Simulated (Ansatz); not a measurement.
# SiPH2 (doublet): wave-function methods side by side, def2-QZVPP

The task here is to estimate one member of a computed series from the others.

Method: def2-QZVPP, core rule «outside noble gas», up to 10 orbitals frozen; program: Ansatz 0.2.0, Gaussian basis.

Plan: UHF; ROHF; CCSD(T) on UHF.

2 further runs of the same task are left out: 2 set aside as unsound or not needed.

## The geometry

The geometry is a PBE0/def2-TZVP stationary point (not a proven minimum).

4 atoms, charge 0, spin multiplicity 2.

Atoms are counted from 1 here; the program's logs count them from 0.

Bond lengths: Si1–P2 2.059 Å, Si1–H3 1.485 Å, Si1–H4 1.485 Å. Angles: P2–Si1–H3 124.2°, P2–Si1–H4 124.2°, H3–Si1–H4 111.6°.

The first run:

Contents of in.yaml:

```yaml
crystal:
  periodic: [false, false, false]
  atoms:
    - {symbol: Si, position_ang: [0.000000, 0.000000, 1.016675]}
    - {symbol: P, position_ang: [0.000000, 0.000000, -1.042393]}
    - {symbol: H, position_ang: [0.000000, 1.227985, 1.851803]}
    - {symbol: H, position_ang: [0.000000, -1.227985, 1.851803]}
basis:
  gaussian: {orbitals: "def2-QZVPP.json"}
magnetization: {spin_polarized: true, initial_magnetization: 1}
hamiltonian: {xc: hf}
output: {orbitals: {seedname: orbitals}}
```

The run is started by

```sh
$ ansatz run in.yaml --threads 1 --pin off --events-out ev --progress --plain --max-ram 2393MiB
```

Steps of the session up to this table: UHF; ROHF; CCSD(T) on UHF.

One of the session's tables, all rows but one given; the rest of the session is left out.

```
  method  from UCCSD(T) (kJ/mol)
    ROHF                  +809.6
     UHF                  +784.4
    UMP2                       ?
   UCCSD                   +41.1
UCCSD(T)                       0
```

**Question.** Estimate the row for UMP2.

**Answer.** from UCCSD(T) (kJ/mol): +147.4. In the column «from UCCSD(T) (kJ/mol)» it lies between UCCSD (+41.1) and UHF (+784.4).
